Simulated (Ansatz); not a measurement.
**CH₃OSi+ (SMILES O[C+]=[SiH2]): a rigid scan of the bond length O1–H4**

Aim: the energy along the bond length O1–H4, from CCSD(T) and from cheaper methods, relative to the minimum. No other atom is relaxed.

Computed with Ansatz 0.2.0, Gaussian basis. Level: single points in def2-TZVPP.

Levels: PBE-D4, r2SCAN-D4, PBE0-D4, B3LYP-D4, wB97M-V, Hartree-Fock, MP2, CCSD, CCSD(T). The scan takes 0.809, 0.850, 0.911, 0.982, 1.061, 1.146, 1.236, 1.331, 1.430 Å.

Cores are frozen in the correlated methods. B3LYP uses VWN-RPA correlation.

31 further runs of the same task are left out: 31 set aside as unsound or not needed.

**1. Starting geometry**

The minimum, relaxed at PBE0-D4: SMILES `O[C+]=[SiH2]`, 6 atoms, charge 1, spin multiplicity 1.

Atoms are counted from 1 here; the program's logs count them from 0.

Bond lengths: O1–C2 1.229 Å, O1–H4 0.986 Å, C2–Si3 1.719 Å, Si3–H5 1.469 Å, Si3–H6 1.469 Å. Angles: C2–O1–H4 115.5°, O1–C2–Si3 162.8°, C2–Si3–H5 112.9°, C2–Si3–H6 112.9°, H5–Si3–H6 129.8°.

Coordinates:

```
O    -0.9549   -1.4710   -0.2921
C    -0.2475   -0.4853   -0.0985
Si    0.2831    1.1150    0.2352
H    -0.4718   -2.3074   -0.4903
H     0.6548    1.8587   -0.9761
H     0.7363    1.2900    1.6218
```

Energies of the minimum (eV), from earlier single points: PBE-D4 -10993.46120, r2SCAN-D4 -10998.46221, PBE0-D4 -10994.03516, B3LYP-D4 -11001.64870, wB97M-V -10999.21097, CCSD(T) -10982.84076.

At the minimum the bond length O1–H4 is 0.986 Å.

**2. O1–H4 = 0.809 Å**

ccsdt-tzvpp/in.yaml

```yaml
crystal:
  periodic: [false, false, false]
  atoms:
    - {symbol: O, position_ang: [-0.954894, -1.471046, -0.292082]}
    - {symbol: C, position_ang: [-0.247536, -0.485279, -0.098483]}
    - {symbol: Si, position_ang: [0.283119, 1.114996, 0.235206]}
    - {symbol: H, position_ang: [-0.558498, -2.157265, -0.454731]}
    - {symbol: H, position_ang: [0.654785, 1.858744, -0.976111]}
    - {symbol: H, position_ang: [0.736308, 1.289968, 1.621782]}
basis:
  gaussian: {orbitals: def2-TZVPP}
total_charge: 1
correlation: {method: ccsd_t}
```

No record of the launch command was kept for these runs.

Further steps of the session: O1–H4 = 0.850 Å; O1–H4 = 0.911 Å; O1–H4 = 0.982 Å; O1–H4 = 1.061 Å; O1–H4 = 1.146 Å; O1–H4 = 1.236 Å; O1–H4 = 1.331 Å; O1–H4 = 1.430 Å.

What does the calculation give? Wanted: highest point, CCSD(T); lowest point, CCSD(T); minimum along the scan, CCSD(T); RMS deviation from CCSD(T); largest T1 diagnostic.

As calculated:

| quantity | value |
| --- | --- |
| highest point, CCSD(T) | 1.600 eV at 1.430 Å |
| lowest point, CCSD(T) | 0.000 eV at 0.982 Å |
| minimum along the scan, CCSD(T) | 0.982 Å |
| curvature there | 44.5 eV/Å² |
| RMS deviation from CCSD(T) | PBE-D4 0.153, r2SCAN-D4 0.058, PBE0-D4 0.004, B3LYP-D4 0.044, wB97M-V 0.030, Hartree-Fock 0.306, MP2 0.012, CCSD 0.052 eV |
| largest T1 diagnostic | 0.026 |

**Reading.** A polynomial through the near points puts the CCSD(T) minimum 0.004 Å below the PBE0-D4 value. The third derivative is negative, the usual anharmonicity of a bond. Curvature against CCSD(T): PBE-D4 -12 %, Hartree-Fock +22 %. PBE0-D4 follows the CCSD(T) curve best and Hartree-Fock worst. The T1 diagnostic is large here, over the usual mark for main-group molecules (transition-metal compounds often pass it harmlessly), so CCSD(T) itself may be off. The restricted Hartree–Fock reference is unstable towards an unrestricted one at one or more of these structures.
